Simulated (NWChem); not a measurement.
# SiH2S (SMILES [SiH]S): SVWN5/SBKJC-VDZ (core potential)

We compute a geometry optimisation of SiH2S. 

The results are computed with NWChem 7.3.0.

4 further runs of the same task are left out: 4 set aside as unsound or not needed.

### 1 Starting point

The species is SiH2S (4 atoms), meant as a singlet with charge 0. SMILES: `[SiH]S`. The coordinates come from a PBE0-D4/def2-TZVP relaxation. The run starts from this shape.

Bond lengths: Si1–S2 2.115 Å, Si1–H3 1.525 Å, S2–H4 1.346 Å. Angles: Si1–S2–H4 97.5°, S2–Si1–H3 89.3°.

### 2 A structure relaxation at SVWN5/SBKJC-VDZ (core potential)

Contents of h2ssi.xyz:

```xyz
4
H2SSi
Si    -0.262800    -1.074400     0.161100
S      0.190500     0.958800    -0.206600
H      1.017500    -1.190800     0.981400
H     -0.889700     1.246000    -0.956200
```

Contents of h2ssi.nw:

```
start h2ssi
title "H2SSi"
memory total 2200 mb
geometry units angstroms
 load h2ssi.xyz
end
basis "ao basis" spherical bse
 * library SBKJC-VDZ
end
ecp bse
 Si library SBKJC-VDZ
 S library SBKJC-VDZ
end
dft
 xc slater vwn_5
 grid fine
 convergence energy 1e-08
 maxiter 100
 mulliken
 print low
end
driver
 tight
 maxiter 40
end
task dft optimize
task dft frequencies
```

On the command line:

```bash
$ nwchem h2ssi.nw > h2ssi.out
```

The log of the run:

```text
[...]
 Group name             Cs
[...]
 d= 0,ls=0.0,diis     1    -15.0298386876 -2.69D+01  5.06D-02  9.33D-02     0.1
[...]
         Total DFT energy =      -15.055969483193
[...]
@    0     -15.05596948  0.0D+00  0.05114  0.02607  0.00000  0.00000      0.5
[...]
         Total DFT energy =      -15.063449329961
[...]
@    1     -15.06541748 -9.4D-03  0.01321  0.00651  0.10671  0.21387      1.1
[...]
@    6     -15.06662988 -2.4D-08  0.00001  0.00000  0.00022  0.00050      3.0
[...]
         Total DFT energy =    -15.066629883193
[...]
@    7     -15.06662988 -3.7D-09  0.00000  0.00000  0.00005  0.00012      3.2
[...]
         Total DFT energy =      -15.066629880557
[...]
         Total DFT energy =    -15.066629880557
                         DFT ENERGY GRADIENTS
    atom               coordinates                        gradient
                 x          y          z           x          y          z
   1 Si     -0.121697   2.338935   0.000000   -0.000002  -0.000002   0.000000
   2 S       0.068826  -1.967091   0.000000   -0.000000   0.000002   0.000000
   3 H       2.909221   2.321212   0.000000    0.000001   0.000000   0.000000
   4 H      -2.550676  -2.499931   0.000000    0.000001   0.000000   0.000000
[...]
@    8     -15.06662988  2.6D-09  0.00000  0.00000  0.00001  0.00001      3.4
[...]
      Optimization converged
[...]
@    8     -15.06662988  2.6D-09  0.00000  0.00000  0.00001  0.00001      3.4
[...]
 d= 0,ls=0.0,diis     2    -15.0666301677  3.92D-12  2.61D-07  1.69D-11     3.7
         Total DFT energy =      -15.066630167735
      One electron energy =      -45.196555788769
           Coulomb energy =       22.802607720626
    Exchange-Corr. energy =       -3.847631244576
 Nuclear repulsion energy =       11.174949144985
[...]
      Total Density - Mulliken Population Analysis
     ---------------------------------------------
    Atom       Charge   Shell Charges
 -----------   ------   -------------------------------------------------------
    1 Si   4     3.79   1.49  1.55  0.49  0.26
    2 S    6     6.21   1.59  3.28  0.33  1.01
    3 H    1     1.08   0.38  0.70
    4 H    1     0.92   0.39  0.53
[...]
 Zero-Point correction to Energy  =    9.450 kcal/mol  (  0.015059 au)
 Thermal correction to Energy     =   11.663 kcal/mol  (  0.018586 au)
 Thermal correction to Enthalpy   =   12.255 kcal/mol  (  0.019529 au)
 Total Entropy                    =   62.117 cal/mol-K
   - Translational                =   38.274 cal/mol-K (mol. weight =  61.9646)
   - Rotational                   =   21.834 cal/mol-K (symmetry #  =        1)
   - Vibrational                  =    2.009 cal/mol-K
 Cv (constant volume heat capacity) =   10.161 cal/mol-K
   - Translational                  =    2.979 cal/mol-K
   - Rotational                     =    2.979 cal/mol-K
   - Vibrational                    =    4.202 cal/mol-K
[...]
 Normal Eigenvalue ||           Projected Infra Red Intensities
  Mode   [cm**-1]  || [atomic units] [(debye/angs)**2] [(KM/mol)] [arbitrary]
 ------ ---------- || -------------- ----------------- ---------- -----------
    1       -0.000 ||    0.000234           0.005         0.228       0.060
    2       -0.000 ||    0.000387           0.009         0.377       0.099
    3       -0.000 ||    0.000000           0.000         0.000       0.000
    4       -0.000 ||    0.000282           0.007         0.275       0.072
    5        0.000 ||    0.000492           0.011         0.480       0.126
    6        0.000 ||    0.006003           0.139         5.852       1.537
    7      446.021 ||    0.036145           0.834        35.236       9.254
    8      560.892 ||    0.023956           0.553        23.353       6.133
    9      580.518 ||    0.011352           0.262        11.066       2.906
   10      819.038 ||    0.024885           0.574        24.259       6.371
   11     1837.401 ||    0.328912           7.588       320.640      84.206
   12     2369.511 ||    0.036075           0.832        35.168       9.236
 ----------------------------------------------------------------------------
[...]
```

Run time: 7.8 s. Hardware: 1 thread of Intel Xeon 6975P-C (Granite Rapids), shared host; peak memory 0.13 GiB.

The path in brief:

```csv
step,energy from the first frame kept (eV)
0,0.0000
1,-0.2571
2,-0.2873
3,-0.2899
4,-0.2900
5,-0.2901
6,-0.2901
7,-0.2901
8,-0.2901
```

After the run. Bond lengths: Si1–S2 2.281 Å, Si1–H3 1.604 Å, S2–H4 1.415 Å. Angles: Si1–S2–H4 99.0°, S2–Si1–H3 87.1°.

### 3 Results

At SVWN5/SBKJC-VDZ (core potential):

| quantity | value |
| --- | --- |
| total energy at the end | -15.06663 Eh |
| lowest harmonic wavenumber | 446 cm⁻¹ |
| highest harmonic wavenumber | 2370 cm⁻¹ |
| zero-point energy | 39.5 kJ/mol |
| ideal-gas entropy at 298.15 K (symmetry number 1 as used) | 62.1 cal/(mol K) |

What this shows: At the final geometry: Bond lengths: Si1–S2 2.281 Å, Si1–H3 1.604 Å, S2–H4 1.415 Å. Angles: Si1–S2–H4 99.0°, S2–Si1–H3 87.1°. All 6 modes are real, so the shape is a minimum at this level. The optimisation took 9 steps and changed the energy by -0.290 eV.
